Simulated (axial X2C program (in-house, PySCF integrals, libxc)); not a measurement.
## BN⁺: cheaper levels and CCSD(T), 2c

Calculated with an axial X2C code built on PySCF integrals. Two-component (2c) means X2C with spin–orbit coupling and atomic mean-field two-electron Coulomb and Gaunt terms. Basis: N dyall-av3z [7s7p3d2f], B dyall-v3z [7s6p2d1f] (cores contracted in-house); Gaussian nuclei, density fitting, unrestricted open shells. Masses: N 14.003 u, B 11.009 u.

State: Ω = 3/2 (⟨Sz⟩ = 1.50, ⟨Lz⟩ = 0.00 at HF); fragments N + B+.

| level | Re (Å) | ωe (cm⁻¹) | De (eV) |
| --- | --- | --- | --- |
| PBE0 | 1.435 | 1167.9 | 2.22 |
| HF | 1.413 | 1220.5 | 0.842 |
| MP2 | 1.432 | 1199.5 | 1.48 |
| CCSD | 1.453 | 1042.3 | 1.10 |

Correlated methods: 7 electrons correlated (number of frozen shells: N 1 s; B 1 s), 177 virtual spin orbitals or spinors in MP2, 83 natural virtuals in coupled cluster.

CCSD(T), same Hamiltonian and basis:

Re = 1.463 Å, ωe = 1016.1 cm⁻¹, De = 1.24 eV; T1 = 0.030 (Lee–Taylor normalisation).

(1) Give the differences from CCSD(T) in the columns below.

The state is a single determinant with fixed occupations, the lowest that a limited PBE0 search found. De is counted from the lowest determinant-based energies of the atoms at the same level, without counterpoise correction. Density functionals use the spin component along the axis (collinear). CCSD and (T) use frozen natural virtuals with an MP2 correction for the truncation; (T) itself is uncorrected, so its De runs slightly low. PBE0 can misorder states that lie within some tenths of an eV, so this need not be the ground state of the molecule. The nearest other 2c determinant of the search, Ω = 1/2, lies 0.31 eV up at the distance of the search. With several unpaired electrons one determinant need not be a pure state. Some points did not converge and are left out. This is the top spin component of a Σ state; components of lower Ω are not single determinants and can lie lower. The stretched end of a curve changes character and is left out.

Results:

(1) 

```tsv
level	ΔRe (Å)	Δωe (cm⁻¹)	ΔDe (eV)
PBE0	-0.028	152	0.98
HF	-0.050	204	-0.40
MP2	-0.031	183	0.24
CCSD	-0.010	26	-0.14
```
